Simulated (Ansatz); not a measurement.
# BF2: the cost of one run

Program: Ansatz 0.2.0. Level of theory: MP2 on unrestricted Hartree-Fock, Gaussian basis cc-pV(T+d)Z. These are calculated values, not measurements.

## Step 1: The starting structure

Bond lengths: B1–F2 1.292 Å, B1–F3 1.292 Å. Angles: F2–B1–F3 119.1°.

As a file:

```xyz
3

B     0.0000    0.0000    0.0000
F     1.1135    0.0000    0.6550
F    -1.1135    0.0000    0.6550
```

## Step 2: Relaxing the atoms: BF2

The input, input.yaml:

```yaml
relax:
  f_tol: 0.001
  max_steps: 200
crystal:
  periodic: [false, false, false]
  atoms:
    - { symbol: B, position_ang: [0.0, 0.0, 0.0] }
    - { symbol: F, position_ang: [1.1135, 0.0, 0.655] }
    - { symbol: F, position_ang: [-1.1135, 0.0, 0.655] }
magnetization:
  spin_polarized: true
  initial_magnetization: 1
basis:
  gaussian: { orbitals: "cc-pV(T+d)Z.json" }
hamiltonian:
  xc: hf
correlation:
  method: mp2
```

Started as:

```console
ansatz run input.yaml --threads 4 --pin off --max-ram 8192MiB --backend cpu --events-out ev --progress --plain --runs-dir out
```

Q: Estimate wall time and peak memory on 4 threads of Arm Neoverse N1, shared host.

About 7.7 s, with a peak of 0.19 GiB.
